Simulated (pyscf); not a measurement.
Four-centre exchange: H₃C–In(CH₃)–CH₃ + hydrogen chloride (HCl) -> methane (CH₄) + H₃C–In(CH₃)–Cl

Gas phase, singlet surface, charge 0. Bonds broken: C1–In2, Cl14–H15. Bonds formed: C1–H15, In2–Cl14. Single points on ωB97X-D3(BJ)/def2-SVP structures (PySCF, gas phase).

Transition state (Å):

```xyz
15

C      1.7294    -0.2516    -0.4565
In    -0.4567     0.3555    -0.0234
C     -1.7685    -1.2124    -0.6632
C     -0.5455     1.9432     1.4125
H      2.0898    -0.1793     0.5849
H      2.5380     0.2140    -1.0496
H      1.6915    -1.3119    -0.7519
H     -1.5345    -1.4796    -1.7043
H     -2.8245    -0.9116    -0.6008
H     -1.6224    -2.1048    -0.0345
H     -1.5018     2.4831     1.3491
H      0.2754     2.6526     1.2331
H     -0.4432     1.5408     2.4327
Cl     0.2341     1.6442    -2.3379
H      1.0599     0.7821    -1.5114
```

One imaginary mode, 780i cm⁻¹; descent along it reached the two sides named, in the forms told below.

| bond | change | reactant side (Å) | saddle | product side |
|---|---|---|---|---|
| C1–In2 | breaks | 2.178 | 2.310 | 3.1 |
| Cl14–H15 | breaks | 1.287 | 1.452 | 2.9 |
| C1–H15 | forms | 2.8 | 1.622 | 1.101 |
| In2–Cl14 | forms | 2.9 | 2.7 | 2.383 |

Electronic energies relative to the separated reactants (eV):

```tsv
level	barrier	reaction energy	reverse barrier
ωB97X-D3(BJ)/def2-TZVP	0.03	-1.91	1.94
PBE/def2-TZVP	-0.02	-1.82	1.80
r²SCAN/def2-TZVP	-0.08	-1.91	1.83
B3LYP-D3(BJ)/def2-TZVP	0.07	-1.89	1.97
PBE0-D3(BJ)/def2-TZVP	-0.02	-1.85	1.83
M06-2X/def2-TZVP	0.03	-1.93	1.96
ωB97M-D3(BJ)/def2-TZVP	0.16	-1.82	1.98
HF/def2-TZVP	0.76	-2.07	2.83
```

With ωB97M-D3(BJ)/def2-TZVP energies and thermal terms (ideal gas, 1 atm, RRHO with modes under 100 cm⁻¹ raised to 100, one conformer, R ln 2 for chiral ones without a mode under 150 cm⁻¹), in eV:

```csv
T (K),ΔH‡,ΔG‡,ΔH,ΔG
298,0.13,0.58,-1.72,-1.68
600,0.13,1.04,-1.76,-1.63
900,0.14,1.50,-1.79,-1.56
1200,0.16,1.95,-1.81,-1.48
```

On the reactant side the descent ends in an adduct with a Cl–In contact, 0.30 eV under the separated species and 0.33 eV under the saddle at ωB97X-D3(BJ)/def2-TZVP. On the product side the descent ends in a complex, 0.18 eV under the separated species and 2.13 eV under the saddle at ωB97X-D3(BJ)/def2-TZVP. At PBE, r²SCAN, PBE0-D3(BJ) the saddle lies under the separated reactants, which points to a path from their complex (located at ωB97X-D3(BJ) alone). What is counted as formed (Cl–In) is already present as a longer contact in the reactant adduct; forming that adduct is a step of its own. One saddle was located; it need not be the lowest between these sides. Elements past Kr carry the def2 core potentials, without spin-orbit coupling.
